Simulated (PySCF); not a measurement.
An unknown shows these calculated signals:

1H NMR (400 MHz, computed): δ 6.14 (m, 1H), 5.82 (m, 1H), 5.43 (m, 1H), 5.05 (dqq, J = 55.7, 7.4, 2.9 Hz, 1H), 1.31 (dd, J = 23.4, 7.4 Hz, 3H).

13C{1H} NMR (computed): δ 154.9 (CH, d, J = 15.3 Hz), 124.5 (CH2, d, J = 15.5 Hz), 93.8 (CH, d, J = 232.8 Hz), 24.3 (CH3, d, J = 22.5 Hz).

PySCF 2.14.0 with density-fitted response routines calculation with geometry from PBE0-D3(BJ)/def2-SVP, shieldings: GIAO CAM-B3LYP/pcSseg-2 and J: B3LYP/pcJ-1 (spin–dipole term only in couplings to heteroatoms); non-relativistic Hamiltonian, gas phase, averaged over atoms made equivalent by symmetry, fast rotation or ring inversion, a single conformation.

Referencing at the same level of theory: TMS for 1H (31.34 ppm), 13C (182.55 ppm).

Question: Which of these does the molecule contain: a vinyl group CH=CH2, a three-membered ring, a CF3 group, an N-methyl group, a non-aromatic C=C double bond?

Answer: 
- A vinyl group CH=CH2: yes (δC 124.5, 154.9; δH 5.82 (m), 5.43 (m), 6.14 (m)).
- A three-membered ring: no.
- A CF3 group: no.
- An N-methyl group: no.
- A non-aromatic C=C double bond: yes.

The data belong to CH2=CHCHFCH3 ([C@@H](C=C)(C)F, C$_{4}$H$_{7}$F); they needn't prove each group on their own.

Carbon signals by region: 2 in the sp2 and nitrile region (100–160 ppm), 1 at 50–100 ppm, 1 below 50 ppm.

Common functionals overestimate the size of one-bond C–F couplings by tens of Hz; these are unscaled. Splittings below 1 Hz are ignored in the labels, and close J values are merged. Unscaled 3J(H,H) at this level run about 10 % above measured values. Shifts are as computed, not scaled to solution data. Of 1211 compounds with measured shifts, 218 miss one by over three times the rms of a fit or turn the order of signals round; such compounds aren't used in these exercises. Couplings across =CH–CH2 type bonds come from one rotamer and its mirror image, and can be 1–2 Hz further off. 3J across rotatable bonds or in flexible rings reflects this conformer alone.
